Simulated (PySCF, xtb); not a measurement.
## HNOSi: 3 structures ranked

3 gas-phase structures of HNOSi, found in a search over its isomers (lower ones may exist). Each was relaxed with GFN2-xTB:

A. `N1O[Si]1`, a singlet
B. `N=[Si]=O`, a singlet
C. `N#[Si]O`, a singlet

Make a reasoned guess at their ranking by r2SCAN-D4/def2-SVP single-point energy.

Calculated order at r2SCAN-D4/def2-SVP: B (0.0), A (32.0), C (37.5) kcal/mol.

Energies above the lowest of each column, in kcal/mol; the last columns are at B3LYP/6-31G* geometries:

```json
{"structure": "B", "GFN2-xTB": "0.0", "HF/STO-3G": "61.6", "r2SCAN-D4/def2-SVP": "0.0", "B3LYP/6-31G*": "0.0", "CCSD(T)/def2-TZVPP": "0.0"}
{"structure": "A", "GFN2-xTB": "78.8", "HF/STO-3G": "0.0", "r2SCAN-D4/def2-SVP": "32.0", "B3LYP/6-31G*": "23.8", "CCSD(T)/def2-TZVPP": "31.4"}
{"structure": "C", "GFN2-xTB": "37.1", "HF/STO-3G": "82.0", "r2SCAN-D4/def2-SVP": "37.5", "B3LYP/6-31G*": "37.1", "CCSD(T)/def2-TZVPP": "34.0"}
```

CCSD(T)/def2-TZVPP puts B lowest; HF/STO-3G picks A. Large T1 diagnostics make some coupled-cluster values less sure.

Programs: PySCF 2.14.0, xtb 6.7.1 (Pople sets with spherical d functions).
